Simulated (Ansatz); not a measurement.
**Pulling the pair apart**

The pair of CH$_{4}$ (SMILES C, atoms 1–5) and SiH$_{3}$Cl (SMILES [SiH3]Cl, atoms 6–10), both closed shells, in one local arrangement (a lower one may exist), relaxed at PBE0-D4/def2-TZVP:

```
10
angstrom
C 0.1057 -0.0636 -1.9242
H 0.7933 -0.6576 -1.3224
H 0.2804 0.9957 -1.7371
H -0.9217 -0.3159 -1.6617
H 0.2708 -0.2765 -2.9798
Si -0.2107 0.1389 1.9327
Cl 1.4535 -1.0566 1.7827
H 0.0657 1.4200 1.2446
H -0.4856 0.3734 3.3690
H -1.3514 -0.5577 1.2963
```

SiH$_{3}$Cl is shifted rigidly along the line between the mean atom positions of the two fragments (negative: closer). Counterpoise interaction energies in kJ/mol. Program: Ansatz 0.2.0. Basis: def2-TZVPPD. Cores are frozen in the correlated methods.

| shift (Å) | HF | PBE0-D4 | r2SCAN-D4 |
| --- | --- | --- | --- |
| -0.39 | 10.4 | -2.5 | -1.4 |
| -0.19 | 5.3 | -4.5 | -3.4 |
| 0.00 | 2.5 | -5.0 | -3.9 |
| 0.19 | 1.1 | -4.7 | -3.6 |
| 0.47 | 0.3 | -3.9 | -3.0 |
| 0.97 | -0.1 | -2.3 | -1.8 |
| 1.94 | -0.1 | -0.8 | -0.6 |
| 3.88 | 0.0 | -0.1 | -0.1 |

**Question.** What does CCSD(T) give at these shifts? (An estimate is asked for; the value comes from the calculation.)

**Answer.** By the calculation: -0.6, -2.9, -3.6, -3.5, -2.8, -1.7, -0.6, -0.1 kJ/mol. For zero shift, CCSD(T) at an estimated basis limit (MP2 extrapolated from triple and quadruple zeta, plus CCSD(T) − MP2 in triple zeta) gives -4.3 kJ/mol. These are counterpoise interaction energies, counted from the two frozen fragments.

The T1 diagnostic stays at or below 0.009.

For scale, one of the runs: CCSD(T)/def2-TZVPPD, 255 basis functions, launched by `ansatz run in.yaml --threads 4 --pin off --events-out ev --progress --plain --max-ram 9574MiB`. The run took 53 s on 4 CPU threads of an Intel Xeon Platinum 8488C (shared host), with 5.3 GiB of host memory at its peak.
